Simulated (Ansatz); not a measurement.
H$_{2}$As–Se, quartet in cc-pVDZ: errors against UCCSDT(Q)

Geometry: a point of a stretch scan, not a stationary point.

```xyz
4

As    0.0001   -0.3312    0.2044
Se    0.0001   -0.3026   -2.2385
H     0.0001    1.1829    0.2944
H    -0.0003   -0.5492    1.7397
```

Basis cc-pVDZ; Ansatz 0.2.0. Correlated methods freeze the noble-gas cores and the filled d shells of p-block atoms, which leaves 13 electrons in 36 orbitals. Prefix R: restricted or restricted open-shell reference; prefix U: unrestricted. Active spaces: pair = (5e, 5o) about the gap; valence = (13e, 10o) chosen from the atoms' valence shells. No spin–orbit coupling is included, and no scalar relativity.

Full CI isn't at hand for all of this; UCCSDT(Q) serves as the reference, and is uncertain by about the last step of the cluster series. The frozen core follows each run's orbitals, which can shift R against U totals by a few meV for light atoms and by up to 0.1 eV past Ca.

```
UHF ⟨S²⟩                          : 3.792
T1 diagnostic (RCCSD)             : 0.0316
largest doubles amplitude (RCCSD) : 0.060
T1 diagnostic (UCCSD)             : 0.0270
```

```tsv
level	E − E(UCCSDT(Q)) (kcal/mol)	share of correlation (%)	wall time
UHF	146.01	4.57	–
UMP2	28.18	81.58	–
UCCSD	4.93	96.78	–
UCCSD(T)	1.07	99.30	19 s
UCCSDT	0.28	99.82	–
```

The correlation energy at UCCSDT(Q), counted from RHF, is -6.635 eV. That run took 57 s on 1 thread of Arm Neoverse V2, shared host.

Run but not shown, since their state or frozen core can't be matched to the reference's or they repeat it: RHF, RMP2, CISD, RCCSD, RCCSD(T), BCCD(T), RCCSDT, RCCSDT(Q), CASSCF (pair space), NEVPT2 (pair space), MRCISD (pair space), MRCISD+Q (pair space), CASSCF (valence space), NEVPT2 (valence space), NEVPT4(SD) (valence space), MRCISD (valence space), MRCISD+Q (valence space).

Times hold each run's SCF and search for its determinant on a shared host, so for small cases they say little of a method's own cost; they ran on 1 thread of Arm Neoverse V2.

Natural occupations of CASSCF (valence space) about the gap: 1.967 1.964 1.013 1.011 1.002 0.036 0.030; effectively unpaired electrons, Σ n²(2−n)², 3.02.
